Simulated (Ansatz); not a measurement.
# SiNH₄ (doublet): wave-function methods side by side, cc-pVDZ

Aim: climb from Hartree-Fock through coupled cluster for SiNH₄ (doublet) at one geometry and basis, and see what each rung misses.

Program: Ansatz 0.2.0, Gaussian basis. Level of theory: cc-pVDZ, core rule «outside noble gas», up to 6 orbitals frozen. These are calculated values, not measurements.

To be run: UHF; CCSD(T) on ROHF; CCSD(T) on UHF; BCCD(T) on ROHF; CISD; CCSDT(Q) on ROHF; CCSDT(Q) on UHF.

21 further runs of the same task are left out: 1 for a known fault of the program, 11 that didn't finish, 9 set aside as unsound or not needed.

**1. The geometry**

The geometry is a PBE0/def2-TZVP stationary point (not a proven minimum).

6 atoms, charge 0, spin multiplicity 2.

Atoms are counted from 1 here; the program's logs count them from 0.

Bond lengths: Si1–N2 1.725 Å, Si1–H3 1.493 Å, Si1–H4 1.493 Å, N2–H5 1.008 Å, N2–H6 1.008 Å. Angles: N2–Si1–H3 107.3°, N2–Si1–H4 107.3°, H3–Si1–H4 110.5°, Si1–N2–H5 119.9°, Si1–N2–H6 119.9°, H5–N2–H6 110.9°.

Geometry (Å):

```tsv
atom	x (Å)	y (Å)	z (Å)
Si1	-0.09065	0.00000	0.59532
N2	0.11278	0.00000	-1.11779
H3	0.57915	-1.22682	1.12100
H4	0.57915	1.22682	1.12100
H5	-0.09981	-0.83007	-1.64844
H6	-0.09981	0.83007	-1.64844
```

**2. UHF**

Contents of in.yaml:

```yaml
crystal:
  periodic: [false, false, false]
  atoms:
    - {symbol: Si, position_ang: [-0.090650, 0.000000, 0.595316]}
    - {symbol: N, position_ang: [0.112778, 0.000000, -1.117785]}
    - {symbol: H, position_ang: [0.579153, -1.226824, 1.121000]}
    - {symbol: H, position_ang: [0.579153, 1.226824, 1.121000]}
    - {symbol: H, position_ang: [-0.099805, -0.830073, -1.648445]}
    - {symbol: H, position_ang: [-0.099805, 0.830073, -1.648445]}
basis:
  gaussian: {orbitals: cc-pVDZ}
magnetization: {spin_polarized: true, initial_magnetization: 1}
hamiltonian: {xc: hf}
output: {orbitals: {seedname: orbitals}}
```

The run is started by

```
$ ansatz run in.yaml --threads 1 --pin off --events-out ev --progress --plain --max-ram 2393MiB
```

The runs that follow: CCSD(T) on ROHF; CCSD(T) on UHF; BCCD(T) on ROHF; CISD; CCSDT(Q) on ROHF; CCSDT(Q) on UHF.

**Question.** What will the summary of the whole plan be? Wanted: UCCSDT(Q) below the RHF energy; RMP2 from UCCSDT(Q); UMP2 from UCCSDT(Q); RCCSD from UCCSDT(Q); RCCSD(T) from UCCSDT(Q); UCCSD(T) from UCCSDT(Q); RCCSDT(Q) from UCCSDT(Q); T1 diagnostic.

The runs gave:

| quantity | value |
| --- | --- |
| UCCSDT(Q) below the RHF energy | -8.2383 eV |
| RMP2 from UCCSDT(Q) | +24.82 kcal/mol |
| UMP2 from UCCSDT(Q) | +24.66 kcal/mol |
| RCCSD from UCCSDT(Q) | +5.27 kcal/mol |
| RCCSD(T) from UCCSDT(Q) | +0.84 kcal/mol |
| UCCSD(T) from UCCSDT(Q) | +0.84 kcal/mol |
| RCCSDT(Q) from UCCSDT(Q) | +0.03 kcal/mol |
| levels within 1 kcal/mol (43 meV) | RCCSD(T), UCCSD(T), BCCD(T), RCCSDT, UCCSDT, RCCSDT(Q) |
| T1 diagnostic | 0.021 |

In words: RCCSD(T) misses by +0.84 kcal/mol, 0.4 % of the correlation energy. These misses are within one basis, not against nature; the frozen cores of restricted and unrestricted runs differ, which can shift their rows.
